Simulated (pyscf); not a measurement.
This saddle point was located with ωB97X-D3(BJ)/def2-SVP in PySCF.

```xyz
7

O      0.4277     0.6340     0.6603
Nb    -0.9844    -0.2324     0.0008
F     -0.4970    -1.8320    -0.7937
F     -2.3304     0.9364    -0.4983
F     -2.0230    -1.0706     1.3072
H      0.5485     0.8288    -0.4764
H     -0.0610     0.5292    -1.4924
```

Surface: singlet, charge 0. Lowest wavenumbers (cm⁻¹): 1386i, 114, 177, 213, 228.

### Question
Name the species on either side of this saddle.

### Answer
`[O]=[Nb]([F])([F])[F]` + `[H][H]` ⇌ `[OH][NbH]([F])([F])[F]`, an addition across a multiple bond or ene-type step read from left to right: H–H broken and H–O, H–Nb formed. At ωB97M-D3(BJ)/def2-TZVP it lies +1.56 eV from the left side and +1.14 eV from the right (each side as separated species at their lowest minima found). On the product side the descent ends in a point that may be a rotor saddle (no frequency run), 0.08 eV over the lowest minimum found and 1.03 eV under the saddle at ωB97X-D3(BJ)/def2-TZVP. At the saddle there is also a short H–Nb contact that neither side keeps. One saddle was located; it need not be the lowest between these sides. Elements past Kr carry the def2 core potentials, without spin-orbit coupling.
